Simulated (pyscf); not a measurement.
Structures and frequencies: ωB97X-D3(BJ)/def2-SVP in PySCF. Correlated levels are frozen-core, on RHF or UHF. ΔMP2 is the change of the MP2 total energy from the triple- to the quadruple-zeta basis.

Problem. H₃Si–BH–Cl → B–Cl [singlet] + silane (SiH₄)
Surface: singlet. Broken: B–Si, B–H. Formed: H–Si. Give ΔE‡ and ΔE from CCSD(T)/def2-TZVPP + ΔMP2(QZVPP), relative to the reactant's lowest minimum found.

Solution. ΔE‡ = 2.98 eV, ΔE = +2.41 eV. Zero-point energy shifts the barrier by -0.09 eV. It is a 1,1-elimination, with an imaginary mode of 463i cm⁻¹. This is the saddle that the search found; another between the same sides may lie lower. The CCSD(T) − MP2 part came from Ansatz, without density fitting, on the same reference.
